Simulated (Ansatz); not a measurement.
# Spin states of AlCl⁻, each at its own bond length

Ansatz 0.2.0, basis aug-cc-pVDZ; geometries are PBE0/def2-TZVP minima. Wave-function levels freeze the cores; HF, MP2 and coupled cluster are restricted for singlets and unrestricted otherwise, Kohn–Sham unrestricted where that lies lower. The reference is CCSDT(Q) (coupled cluster only where its series has nearly closed). Semilocal and hybrid functionals correlate all electrons outside any core potential and usually lie nearer their basis limit than the reference, so part of their error here is the reference's basis and frozen-core error; RPA and the MP2 part of double hybrids freeze the same cores as the reference. None of these values is a measured one. Energies are electronic, without zero-point terms. The set is small: such energies can lie up to about 0.3 eV from the limit, spin gaps mostly less, so near ties and functionals' places can change in larger sets. No spin–orbit coupling and no scalar relativity. The species are chosen: bound, without strong static correlation by their natural occupations or amplitudes, and with a ladder that closes on the reference, so errors are smaller than for species at large; levels whose determinant breaks symmetry or spin markedly are left out.

A. quartet; Al–Cl 2.216. Coordinates (Å): Al 0.000 0.000 0.000; Cl 0.000 0.000 2.216
B. doublet; Al–Cl 2.304. Coordinates (Å): Al 0.000 0.000 0.000; Cl 0.000 0.000 2.304

Q: From bonding and spin, estimate the order of these in energy at CCSDT(Q), each at its own geometry.

A: At CCSDT(Q), above the lowest of those listed: B (0.0 kJ/mol), A (217.8 kJ/mol).

```csv
level,A less B (kJ/mol)
CCSDT(Q),217.8
MP2,195.0
CCSD,213.5
CCSD(T),217.0
CCSDT,217.5
PBE,224.9
r2SCAN,196.4
wB97M-V,261.6
RPA-PBE,228.5
```

Every level shown puts the same form lowest.

The geometries are PBE0's, not this basis's own minima.
